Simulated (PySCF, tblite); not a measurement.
Dissociation curve of SMILES C=C=O. The C1–C4 bond (C1 also carries H, H; C4 carries O) is pulled apart rigidly from the PBE0/def2-TZVP optimised geometry. Each curve is given relative to its own lowest point near equilibrium.

```csv
R / Å,A,B,C,D
0.98,155.1,155.1,166.7,158.2
1.04,90.2,90.2,98.1,89.3
1.11,42.1,42.1,46.9,39.4
1.17,17.9,17.9,20.8,15.2
1.23,5.0,5.0,6.4,3.1
1.25,2.6,2.6,3.6,1.2
1.31,0.0,0.0,0.0,0.0
1.34,0.7,0.7,0.3,1.5
1.39,4.2,4.2,3.3,6.5
1.45,11.3,11.3,9.8,15.2
1.50,18.8,18.8,17.0,24.2
1.62,40.1,40.1,37.7,48.7
1.78,70.2,70.2,67.1,82.6
1.98,102.4,103.6,99.9,120.1
2.16,111.7,126.8,122.9,145.9
2.34,110.9,143.4,139.4,—
2.61,—,158.6,154.8,—
2.91,—,167.0,163.4,—
3.22,—,170.9,—,—
3.53,—,172.6,—,—
3.91,—,173.6,—,—
```

Energies in kcal/mol.

### Question
Which curve belongs to which method? The methods are GFN2-xTB, 300 K electronic temperature (tblite); PySCF with restricted B3LYP/6-31G*, spherical d; restricted PBE0/def2-TZVP run with PySCF; unrestricted PBE0/def2-TZVP run with PySCF.

### Answer
A is UKS-PBE0; B is RKS-PBE0; C is RKS-B3LYP/6-31G*; D is GFN2-xTB.

A dash means that the run gave no value there, or that the column was ended at a point which the program doubted or which failed a test of continuity chosen for this set; such a test can also cut sound points.

The restricted form behind RKS-B3LYP/6-31G*, RKS-PBE0 keeps the bonding electrons paired and can't separate into open-shell fragments. The unrestricted solution behind UKS-PBE0 changes between 1.98 and 2.16 Å, which can leave a kink. The unrestricted determinant behind UKS-PBE0 is spin-contaminated at 1.98 to 3.91 Å (<S²> up to 1.0, against 0.00 for a pure singlet).
